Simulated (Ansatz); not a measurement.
Isomers of CH5BO, relaxed with PBE0-D4/def2-TZVP in Ansatz; electronic energies, one conformer each and not always the lowest. Functionals use def2-TZVPP; CBS adds triple-zeta CCSD(T) − MP2 to the MP2 limit of def2-TZVPP and def2-QZVPP.

Problem. Order them by energy at frozen-core CCSD(T)/CBS, lowest first. (Estimate.)
A. `BCO`
B. `BOC`
C. `CBO`

Solution. C (0.0 kJ/mol), B (102.2 kJ/mol), A (251.3 kJ/mol).

Problem. How do ωB97M-V, B2PLYP, HF/CBS(def2), PBE0-D4 place them (kJ/mol, against `CBO`)? (Best estimate.)

Solution. Computed: 
```
isomer  ωB97M-V  B2PLYP  HF/CBS(def2)  PBE0-D4
 `BOC`    102.4    98.7          90.4    104.0
 `BCO`    248.2   254.3         274.5    246.6
```
